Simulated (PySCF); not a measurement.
## How methods differ on the ionisation energy of O

O [He] 2s2 2p4 (3P) → O⁺ [He] 2s2 2p3 (4S), as a difference of total energies. Computed with PySCF 2.14 in x2c-TZVPall, with the spin-free X2C one-electron Hamiltonian (Gaussian nucleus). Correlated levels: valence: 1s2 frozen. The calculations carry no spin-orbit coupling.

Q: Order these methods by the ionisation energy they give, lowest first.
A. CCSD (valence)
B. BP86
C. MP2 (valence)
D. PBE0

A: C (13.249 eV), A (13.285 eV), D (13.814 eV), B (14.167 eV).

Errors of the correlated levels include the incompleteness of this basis and the frozen core.

For comparison: 13.608 eV (measured; NIST levels, between the centres of gravity of the two terms).
